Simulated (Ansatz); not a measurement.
A made-up structure of SiNH2S, doublet:

```tsv
atom	x (Å)	y (Å)	z (Å)
N1	-0.4824	0.5134	-0.2594
Si2	0.1930	-0.4810	0.9272
S3	1.6928	-1.7055	0.6235
H4	2.6141	-2.7048	0.6679
H5	-0.1500	0.5382	-1.2116
```

It is relaxed with PBE-D4/def2-SVP and then PBE0-D4/def2-TZVP (Ansatz 0.2.0). Atoms count as bonded within 1.22 times the sum of their covalent radii (H–H: 0.88 Å). The end point is not checked to be a true minimum.

Task: Does its bonding change? (Judge from chemistry; the calculation decides.)

Result: The calculation gives: No: no bond forms or breaks.

Where it ends: The first stage lowers the energy by 2.07 eV in 15 steps. It ends as SiNH₂S ([NH][Si][SH]):
```xyz
5
angstrom
N 0.0122 0.3439 -0.5074
Si 0.2644 -0.9420 0.4070
S 2.3089 -1.5528 0.3676
H 2.0864 -2.5812 1.2034
H -0.8044 0.8923 -0.7229
```

Labels in which every atom is bracketed show which atoms are joined, not bond orders.

For scale, one of the runs: PBE0-D4/def2-TZVP relaxation, 117 basis functions, launched by `ansatz run in.yaml --threads 2 --pin off --events-out ev --progress --plain --max-ram 4352MiB`. The run took about 28 s on 2 CPU threads of an Arm Neoverse V2 (shared host).
